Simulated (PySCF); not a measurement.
Method: PBE-D3(BJ)/def2-TZVP // PBE0-D4/def2-TZVP run with PySCF. Gas-phase values, no solvent. Delta-SCF ions had no search for a lower state. 

Reference species (SMILES): `[F][Al]([F])[F]` (neutral, multiplicity 1).

```yaml
vertical ionisation energy (Delta-SCF): 13.53 eV
HOMO: -9.62 eV
```

Changed species: `[F][Al]([F])[SiH3]` (1 of 3 F replaced by SiH3; the reference has 0 of 3 F replaced by SiH3).

**Question.** Give the shifts of the vertical ionisation energy (Delta-SCF) and HOMO.

**Answer.** the vertical ionisation energy (Delta-SCF) drops by 2.89 eV, to 10.64 eV; the HOMO rises by 2.12 eV, to -7.50 eV.
